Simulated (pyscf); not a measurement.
**Routes from H₃C–CH₂–CH₃ (SMILES CCC) + Cl• (SMILES [Cl])**

Candidate steps break at most two bonds and form at most two. Each was searched with GFN2-xTB (tblite) first. Single points on ωB97X-D3(BJ)/def2-SVP structures (PySCF, gas phase). Energies: ωB97M-D3(BJ)/def2-TZVP, eV, from the separated reactants, doublet surface.

```
products                           type    ΔE‡     ΔE  ΔG‡ 298 K  ΔG‡ 900 K  ν‡ (cm⁻¹)
-----------------  --------------------  -----  -----  ---------  ---------  ---------
H₃C–CH•–CH₃ + HCl  hydrogen abstraction  -0.13  -0.04          –          –       799i
H₃C–CH₂–Cl + CH₃•     substitution at C   1.57  +0.35       1.75       2.29       933i
```

A dash marks a saddle under its separated products, whose escape then sets the rate. Row 1: On the product side the descent ends in a complex, 0.23 eV under the separated species and 0.08 eV under the saddle at ωB97X-D3(BJ)/def2-TZVP. 

Plain bond fissions and candidates not yet searched are not listed, and one of them may be faster. Each barrier is that of the saddle found; lower ones may exist. Left out: orbital degeneracy and the spin-orbit lowering of Cl.
